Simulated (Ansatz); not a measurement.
# Relative stability

Two relaxed structures of CH$_{6}$BSi (charge -1), closed shell (PBE0-D4/def2-TZVPD; forces vanish, vibrations not checked).

A:

```
9
angstrom
B -1.1157 0.6563 -0.6936
C 0.4697 0.8985 -0.7080
Si 0.0596 -0.6369 0.3548
H -1.6410 0.1673 -1.6727
H -1.8103 1.3707 -0.0001
H 0.8817 1.7486 -0.1638
H 0.5731 -0.4592 1.7599
H 0.7670 -1.8547 -0.1800
H 1.0289 0.7002 -1.6226
```

B:

B1  (-0.908, 0.757, -1.121)
C2  (0.051, 0.750, -0.017)
Si3  (0.612, -0.767, 0.782)
H4  (-1.386, -0.273, -1.568)
H5  (-1.282, 1.791, -1.655)
H6  (0.465, 1.687, 0.366)
H7  (2.104, -1.049, 0.746)
H8  (-0.008, -2.001, 0.195)
H9  (0.351, -0.895, 2.272)
(Å)

Program: Ansatz 0.2.0. Basis: def2-TZVPPD. Cores are frozen in the correlated methods. B3LYP uses VWN-RPA correlation.

(1) Which structure is lower at CCSD(T), and by how much? (An estimate is asked for; the value comes from the calculation.)

No T1 diagnostic of these runs exceeds 0.014.

Results:

(1) Computed: B, by 35.4 kJ/mol (electronic energy, against the other). By their contacts, A is CH₆BSi ([BH2]1[CH2][SiH2]1), total charge -1 and B is CH₆BSi ([BH2][CH][SiH3]), total charge -1.

All methods give the same order:

```
   method  E(B) − E(A) (kJ/mol)
   PBE-D4                 -15.3
r2SCAN-D4                 -24.9
  PBE0-D4                 -19.0
 B3LYP-D4                 -43.0
  wB97M-V                 -34.8
       HF                 -76.8
      MP2                 -35.2
     CCSD                 -39.9
  CCSD(T)                 -35.4
```

Labels in which every atom is bracketed show which atoms are joined, not bond orders.

For scale, one of the runs: CCSD(T)/def2-TZVPPD, 224 basis functions, launched by `ansatz run in.yaml --threads 2 --pin off --events-out ev --progress --plain --max-ram 4352MiB`. Hardware: 2 CPU threads of an Arm Neoverse V1, shared host. Wall time 70 s; peak host memory 3.5 GiB.
